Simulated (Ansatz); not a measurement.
Basis-set extrapolation for `N#COCN` (PBE0-D4/def2-TZVP geometry, frozen core, the Gaussian-basis code of Ansatz). Multiplicity 1, RHF reference.

|  | def2-TZVPP | def2-QZVPP |
| --- | --- | --- |
| HF | -261.899219 | -261.910740 |
| MP2 correlation | -0.950633 | -1.017988 |
| CCSD(T) correlation | -1.009091 | not run |

Energies in hartree. Use E(X) = E(∞) + A·exp(−7.88·√X) for Hartree–Fock and E(X) = E(∞) + B·X^(−2.97) for correlation, with X = 3 and 4, and add CCSD(T) minus MP2 of the smaller set to the MP2 limit.

Task: What is the CCSD(T) energy at the basis-set limit?

Result: HF limit: -261.910740 + (-0.011521) × 0.13774 = -261.91233. MP2 limit: -1.017988 + (-0.067355) × 0.74074 = -1.06788. Higher-order term: -1.009091 − (-0.950633) = -0.05846. Total: -263.03867 hartree, 3.55 eV below CCSD(T)/def2-TZVPP.
